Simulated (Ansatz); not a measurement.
**How methods differ on H3PO2 (SMILES O=[PH2]O)**

H3PO2 has 6 atoms, charge 0, and is taken as a singlet. SMILES: `O=[PH2]O`. The shape is that of a GFN2-xTB optimisation. This is one conformer, not always the lowest.

Quantity: the electronic atomisation energy, in eV. The values are calculated. Electronic energies at fixed atoms, without zero-point motion or spin-orbit coupling.

```
         level                    kind  program  value (eV)  less FCI/STO-3G  CPU time (all runs)
 r2SCAN/STO-3G                meta-GGA   Ansatz       17.42            +5.26                5.3 s
  BHLYP/STO-3G           global hybrid   Ansatz       15.45            +3.29                1.8 s
   PBE0/STO-3G           global hybrid   Ansatz       16.88            +4.72                1.9 s
wB97M-V/STO-3G  range-separated hybrid   Ansatz       17.97            +5.81                 28 s
 B2PLYP/STO-3G           double hybrid   Ansatz       15.17            +3.01                2.3 s
RPA@PBE/STO-3G                     RPA   Ansatz       11.78            -0.38                2.9 s
  CCSDT/STO-3G   coupled cluster or CI   Ansatz       12.17            +0.01               0.87 s
    FCI/STO-3G      exact in the basis   Ansatz       12.16             0.00                 51 s
```

FCI/STO-3G is exact within its basis and frozen core, so for wave-function methods in that basis the difference is their error; functionals converge differently with the basis, so for them it is only a difference. The values span 11.78 to 17.97 eV. All rows use very small basis sets, so none should be taken for the real molecule's value. Times are those of the runs behind each value, whatever else they computed, on shared processors of several kinds: orders of magnitude only.
